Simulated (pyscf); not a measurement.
This saddle point was located with ωB97X-D3(BJ)/def2-SVP in PySCF.

```xyz
9

N     -0.5021     1.1303     0.8235
Si    -0.4728    -0.5378     0.0538
Cl     1.3502    -0.8474    -0.8291
Cl    -1.6799    -0.1280    -1.6220
H     -0.0051     1.8274     0.2662
H     -1.4362     1.4894     1.0260
H     -1.2391    -1.6402     0.6465
F      0.4852    -0.5915     1.8869
H      0.1386     0.4906     1.7252
```

Surface: singlet, charge 0. Lowest wavenumbers (cm⁻¹): 761i, 120, 185, 215, 268.

Question: What reaction is this the transition state of?

Answer: H₂N–SiH(Cl)–Cl + HF <-> NH₃ + F–SiH(Cl)–Cl, a four-centre exchange read from left to right: N–Si, F–H broken and H–N, F–Si formed. At ωB97M-D3(BJ)/def2-TZVP it lies +0.29 eV from the left side and +1.10 eV from the right (each side as separated species at their lowest minima found). On the reactant side the descent ends in a bound adduct, 0.36 eV under the separated species and 0.64 eV under the saddle at ωB97X-D3(BJ)/def2-TZVP. On the product side the descent ends in an adduct with a N–Si contact (not fully relaxed), 0.29 eV under the separated species and 1.35 eV under the saddle at ωB97X-D3(BJ)/def2-TZVP. What is counted as broken (N–Si) persists as a longer contact in the product adduct; parting that adduct is a step of its own. One saddle was located; it need not be the lowest between these sides.
